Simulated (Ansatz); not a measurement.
Ansatz (a first-principles code) input (RI-MP2/cc-pVQZ):
A basis named .json is the Basis Set Exchange file of that set.

Ansatz 0.2 input:
```yaml
crystal:
  periodic: [false, false, false]
  atoms:
    - {symbol: O, position_ang: [0.33202246, 1.26333195, 0.22164394]}
    - {symbol: C, position_ang: [0.04689931, 0.01703971, 0.00188739]}
    - {symbol: N, position_ang: [0.96756786, -0.88784036, -0.18696653]}
    - {symbol: C, position_ang: [-1.39460548, -0.30999386, -0.02027044]}
    - {symbol: H, position_ang: [0.70599867, -1.84972292, -0.35549509]}
    - {symbol: H, position_ang: [-1.87846756, 0.29343208, -0.79149716]}
    - {symbol: H, position_ang: [-1.57306342, -1.36514710, -0.20795893]}
    - {symbol: H, position_ang: [-1.83354797, -0.02170943, 0.93746522]}
    - {symbol: H, position_ang: [1.95893566, -0.68158913, -0.17512909]}
    - {symbol: H, position_ang: [1.27722700, 1.49068828, 0.23852760]}
basis:
  gaussian:
    orbitals: cc-pVQZ
    fitting: {mean_field: def2-universal-jkfit, correlation: cc-pVQZ-RIFIT.json}
total_charge: 1
magnetization: {spin_polarized: false}
correlation: {method: mp2, electrons: outside_noble_gas}
```

End of the output:

```
integrals: 0.54 GiB planned
412 factors; integrals over basis functions are off by at most 3.9e0 eV
mean field: 1.27 GiB planned
mean field evaluation 1: about -5666.0611 eV, gradient 5.3e1 eV
mean field evaluation 2: about -5670.4642 eV, gradient 2.6e1 eV
mean field evaluation 4: about -5671.5296 eV, gradient 1.6e0 eV
mean field evaluation 8: about -5671.5361 eV, gradient 2.7e-4 eV
mean field -5671.53605558 eV, -208.4251057372 hartree, gradient 1.6e-6 eV, S^2 0.000000; 0 other end points of the search recorded, 0 dependent functions left out
4 core orbitals not correlated
858 factors; their error is unknown
reference -5671.53605558 eV, -208.4251057372 hartree; 12, 12 occupied and 384, 384 virtual orbitals, 858 factors
second order -22.23006605 eV of doubles, -0.00000000 eV of singles
Total energy: -5693.76612162 eV, -209.2420455964 hartree
```

It need not be the lowest isomer of its formula.
